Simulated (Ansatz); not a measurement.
# AlH+ (doublet): PBE, r2SCAN, PBE0, B3LYP, wB97M-V, B2PLYP, RPA-PBE over vertical gaps between states, cc-pVQZ

How well do these functionals follow the top wave-function level for AlH+ (doublet) over vertical gaps between states?

Computed with Ansatz 0.2.0, Gaussian basis. Level: cc-pVQZ, all electrons in the functionals, frozen cores in the correlation of double hybrids and RPA.

To be run: PBE, r2SCAN, PBE0, B3LYP, wB97M-V, B2PLYP, RPA-PBE, at charge 1, doublet; charge 1, quartet.

7 further runs of the same task are left out: 3 that didn't finish, 4 set aside as unsound or not needed.

## Step 1: What is computed

The geometry is a PBE0/def2-TZVP stationary point (not a proven minimum).

2 atoms, charge 1, spin multiplicity 2.

Atoms are counted from 1 here; the program's logs count them from 0.

Bond lengths: Al1–H2 1.619 Å.

No dispersion term is added; wB97M-V holds VV10 nonlocal correlation. B3LYP takes the VWN-RPA correlation.

The geometry shown and the zero of energy belong to the point charge 1, doublet. The yardstick, FCI, and other wave-function levels (R restricted, U unrestricted, valence and pair active spaces) come from earlier runs.

## Step 2: PBE, charge 1, doublet

The input, in.yaml:

```yaml
crystal:
  periodic: [false, false, false]
  atoms:
    - {symbol: Al, position_ang: [0.000000, 0.000000, 0.000000]}
    - {symbol: H, position_ang: [0.000000, 0.000000, 1.619000]}
basis:
  gaussian: {orbitals: cc-pVQZ}
total_charge: 1
magnetization: {spin_polarized: true, initial_magnetization: 1}
hamiltonian: {xc: {name: PBE}}
output: {orbitals: {seedname: orbitals}}
```

Launch:

```sh
$ ansatz run in.yaml --threads 1 --pin off --events-out ev --progress --plain --max-ram 2393MiB
```

The runs that follow: PBE, charge 1, quartet; r2SCAN, charge 1, doublet; r2SCAN, charge 1, quartet; PBE0, charge 1, doublet; PBE0, charge 1, quartet; B3LYP, charge 1, doublet; B3LYP, charge 1, quartet; wB97M-V, charge 1, doublet; wB97M-V, charge 1, quartet; B2PLYP, charge 1, doublet; B2PLYP, charge 1, quartet; RPA-PBE, charge 1, doublet; RPA-PBE, charge 1, quartet.

**Question.** What will the summary of the whole plan be? Wanted: doublet to quartet, FCI; largest miss, PBE; largest miss, r2SCAN; largest miss, PBE0; largest miss, B3LYP; largest miss, wB97M-V; largest miss, B2PLYP; largest miss, RPA-PBE; largest miss, RCCSD(T).

As calculated:

| quantity | value |
| --- | --- |
| doublet to quartet, FCI | 6.021 eV |
| largest miss, PBE | +0.089 eV (doublet to quartet) |
| largest miss, r2SCAN | -0.197 eV (doublet to quartet) |
| largest miss, PBE0 | -0.021 eV (doublet to quartet) |
| largest miss, B3LYP | +0.366 eV (doublet to quartet) |
| largest miss, wB97M-V | +0.508 eV (doublet to quartet) |
| largest miss, B2PLYP | +0.234 eV (doublet to quartet) |
| largest miss, RPA-PBE | -0.093 eV (doublet to quartet) |
| largest miss, RCCSD(T) | -0.007 eV (doublet to quartet) |
| largest miss, UCCSD(T) | -0.007 eV (doublet to quartet) |

In words: Of the functionals, PBE0 keep the smallest largest miss at the points compared (at most 0.021 eV) and wB97M-V strays most (0.508 eV, at doublet to quartet). Functionals and the yardstick converge differently with the basis, so part of each miss in cc-pVQZ is the basis.
